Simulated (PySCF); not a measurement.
B3LYP has the VWN-RPA correlation part, as in Gaussian. 

# Cl, SMILES `[Cl]` (charge 0, multiplicity 2)

Computed with B3LYP-D3(BJ)/def2-TZVP in PySCF.

- highest occupied spin orbital: -9.27 eV
- dipole moment: 0.00 D
- total energy: -460.1670 Ha
- cost: very roughly 3 core-seconds

```xyz
1

Cl     0.0000     0.0000     0.0000
```
Charge 0, spin multiplicity 2.
